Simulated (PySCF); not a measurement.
These are PBE-D3(BJ)/def2-TZVP // TPSS-D3(BJ)/def2-SVP (PySCF) values and carry that method's errors. All species are isolated molecules in the gas phase. 

Reference species (SMILES): `[SH]` (neutral, multiplicity 2).

```json
{
 "dipole_moment": "0.87 D"
}
```

Changed species: `[NH2]` (free radical NH2; the reference has free radical SH).

**Question.** What does the change do to the dipole moment?

**Answer.** the dipole moment rises by 1.04 D, to 1.91 D.
